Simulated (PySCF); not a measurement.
**Dipole moment and polarisability across levels of theory**

Species: butane, C₄H₁₀.
SMILES: `CCCC`

PySCF, dipoles from the SCF density, polarisabilities from static response with core orbitals frozen. One conformer (not necessarily the lowest) at the PBE0-D3(BJ)/def2-SVP geometry, without solvent, vibrations or thermal averaging.

Reference polarisability: 8.020 Å³ (measured, gas; NIST CCCBDB Release 22 (SRD 101), experimental polarizabilities). The anisotropy is √(½[(α1 − α2)² + (α2 − α3)² + (α3 − α1)²]).

```csv
level,α (au),error (%),anisotropy (au)
LDA/def2-SVPD,55.52,+2.6,12.80
PBE/def2-SVPD,54.50,+0.7,12.55
B3LYP/def2-SVPD,53.12,-1.9,11.57
PBE0/def2-SVPD,52.62,-2.8,11.62
BHandHLYP/def2-SVPD,51.39,-5.0,10.73
CAM-B3LYP/def2-SVPD,52.40,-3.2,10.94
wB97X-D/def2-SVPD,52.36,-3.3,11.04
LC-wPBE/def2-SVPD,50.99,-5.8,10.42
HF/def2-SVPD,49.75,-8.1,9.60
PBE0/6-31G*,44.26,-18.2,8.13
PBE0/def2-SVP,46.15,-14.7,9.34
PBE0/def2-TZVP,51.59,-4.7,11.24
```

For the polarisability, the smallest error is 0.7% (PBE/def2-SVPD) and the largest 18.2% (PBE0/6-31G*). The dipole stays under 0.05 D at every level. In one basis (def2-SVPD) the functionals order the polarisability from HF (lowest) to LDA (highest), a spread of 12%. With PBE0 the polarisability is 47.33 au without diffuse functions (mean of 6-31G*, def2-SVP and def2-TZVP) and 52.62 au with them (def2-SVPD). Measured values can belong to vibrating molecules and may average over conformers; the computed ones are for one fixed geometry.
